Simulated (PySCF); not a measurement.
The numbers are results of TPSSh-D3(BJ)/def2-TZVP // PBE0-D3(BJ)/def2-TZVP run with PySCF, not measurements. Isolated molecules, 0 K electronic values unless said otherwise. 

Reference species (SMILES): `ClC(Cl)(Cl)Cl` (neutral, multiplicity 1).

The dipole moment is 0.00 D.

Changed species: `C(Cl)Cl` (whole molecule; the reference has whole molecule).

Q: Predict the effect on the dipole moment.

A: the dipole moment rises by 1.66 D, to 1.66 D.
